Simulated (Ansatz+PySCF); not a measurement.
## triplet HO2F: levels of theory in one basis

```xyz
4

O     0.0000    0.0000   -0.8912
O     0.0000    0.0000    0.8912
H    30.0000    0.0000   -1.8220
F    30.0000    0.0000    0.2024
```

Basis set: 6-31G (spherical functions). Left uncorrelated: 3 orbitals. Correlation on ROHF uses semicanonical orbitals with singles. Charge 0, multiplicity 3.

Computed with Ansatz (development build ahead of 0.2.0); each method stands on the lowest determinant of its kind that the runs found. NEVPT2 correlates all electrons. Active spaces start from the frontier orbitals, and the lowest solution found is given.

| method | E − E(ROHF) (eV) | <S²> of the determinant |
| --- | --- | --- |
| ROHF | 0.00 | 2.00 |
| UHF | -5.50 | 3.80 |
| ROHF-CCSD(T) | -14.59 | – |
| CASSCF(6,6) | -6.52 | – |
| CASSCF(4,4) | -3.63 | – |
| SC-NEVPT2(6,6) | -12.05 | – |
| SC-NEVPT2(4,4) | -9.92 | – |

**Question.** What does ROHF-MP2 give on the same scale?

**Answer.** -9.14 eV.

**Question.** Is a single determinant a sound starting point here?

**Answer.** It is doubtful. Unrestricted orbitals lower Hartree–Fock by 5.50 eV and <S²> is 3.80 where a pure state has 2.00, a sign of strong static correlation. The CASSCF(6,6) natural occupations are 1.65, 1.48, 1.00, 1.00, 0.52, 0.35. The CASSCF(4,4) natural occupations are 1.48, 1.00, 1.00, 0.52.

Caution for ROHF, ROHF-MP2, ROHF-CCSD(T): an unrestricted determinant lies well below. Caution for UHF: the unrestricted determinant is a mixture of spin states. Caution for ROHF-MP2, ROHF-CCSD(T): large amplitudes, a single reference is doubtful. Caution for ROHF-MP2: forces differ strongly between restricted and unrestricted references; another reference gives a lower total. Caution for ROHF-CCSD(T): the amplitudes may be one of several solutions. Caution for CASSCF(6,6), CASSCF(4,4), SC-NEVPT2(4,4): other starts end on other solutions of this active space.
